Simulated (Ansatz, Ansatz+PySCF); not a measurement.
```xyz
4

C     0.0000    0.0000    0.0000
H     1.0031    0.0000    0.0000
H    -0.5016    0.8687    0.0000
H    -0.5016   -0.8687    0.0000
```

UHF-MP2 on doublet CH3 was run in several spherical basis sets with Ansatz (development build ahead of 0.2.0). Frozen core: 1 orbital.

Question: Rank the basis sets by the total energy that they give, lowest first, with the distance from the lowest.
A. def2-TZVP
B. 6-31G(d)
C. cc-pVTZ
D. cc-pVDZ
E. def2-SVP

Answer: C (0.00 eV), A (0.24 eV), D (1.40 eV), B (1.91 eV), E (2.21 eV).

Totals follow the description of the cores as much as that of the bonds, so this order isn't one of quality for chemistry.
